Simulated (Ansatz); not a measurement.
The reference is BeTe in the zinc blende structure (space group F-43m, No. 216).

```cif
data_BeTe
_chemical_formula_sum 'Te1 Be1'
_space_group_name_H-M_alt 'P 1'
_space_group_IT_number 1
_cell_length_a 3.96292
_cell_length_b 3.96292
_cell_length_c 3.96292
_cell_angle_alpha 60.000
_cell_angle_beta 60.000
_cell_angle_gamma 60.000
loop_
_space_group_symop_operation_xyz
  'x, y, z'
loop_
_atom_site_label
_atom_site_type_symbol
_atom_site_fract_x
_atom_site_fract_y
_atom_site_fract_z
_atom_site_occupancy
Te1 Te 0.75000 0.75000 0.75000 1
Be1 Be 0.00000 0.00000 0.00000 1
```

All numbers come from DFT with PBEsol, PAW potentials and a 420 eV plane-wave cutoff in Ansatz (a program for electronic structure), spin-orbit coupling left out.

One thing is altered: full substitution Be → Mg, then cell and atoms are relaxed.

Measured band gap: BeTe 2.8 eV (temperature not stated; as listed in Das, Protik, Mohammadi, Mohammad, Bazhirov, Timur, arXiv (2018)); MgTe 3.67 eV (0 K or low temperature; as listed in arXiv:1206.3780).

Measured lattice parameter a: BeTe 5.626 Å (temperature not stated; as listed in Fabio Bernardini, Maria Peressi, Vincenzo Fiorentini, Phys. Rev. B (2000)); MgTe 6.42 Å (room temperature; as listed in M J Lucero, T M Henderson, G E Scuseria, Journal of Physics Condensed Matter (2012)).

### Question
How well does PBEsol reproduce the measured shift?

### Answer
With PBEsol the band gap moves by +0.51 eV (1.84 → 2.35) against +0.87 eV measured; the lattice parameter a moves by +0.834 Å (5.604 → 6.438) against +0.794 Å measured.

With Te present, leaving out spin-orbit coupling can change the band edges. Stability against distortions was not tested.
